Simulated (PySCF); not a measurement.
# C3H4 (allene): the cost of one run

Computed with PySCF 2.14.0, with density-fitted response routines of our own, on a single molecule, in the gas phase or a continuum. Atoms count from 0, in the outputs and in this text.

## 1. The starting structure

7 atoms, charge 0, multiplicity 1; geometry from: GFN2-xTB. The atoms were then displaced at random by about 0.01 Å, so the start is not that level's minimum.

Bonds of the start (Å): C0–C1 1.27, C1–C2 1.28, C0–H3 1.08, C0–H4 1.09, C2–H5 1.09, C2–H6 1.10.

## 2. Geometry optimisation at PBE0-D3(BJ)/def2-TZVP

The job: settings as JSON, then the geometry in Å.

```
{"job": {"xc": "PBE0", "basis": "def2-TZVP", "d3": "d3bj", "grid": 2, "shake": 0.01, "kind": "geom"}, "charge": 0, "multiplicity": 1}
C     -1.272660    -0.027900     0.007460
C     -0.005290    -0.004460    -0.005690
C      1.273770     0.001230    -0.019610
H     -1.824620     0.624190     0.673600
H     -1.865620    -0.635380    -0.674920
H      1.851700     0.682560    -0.639870
H      1.876670    -0.669340     0.609100
```

On the command line:

```sh
> OMP_NUM_THREADS=1 python probes_run.py task.json out
```

One launch serves the whole session: the jobs run in the order shown.

**Question.** How long does this first job take on 1 thread of AMD EPYC 9R45, shared host, and how much memory does it need?

About 10 s, with a peak of 0.48 GiB.
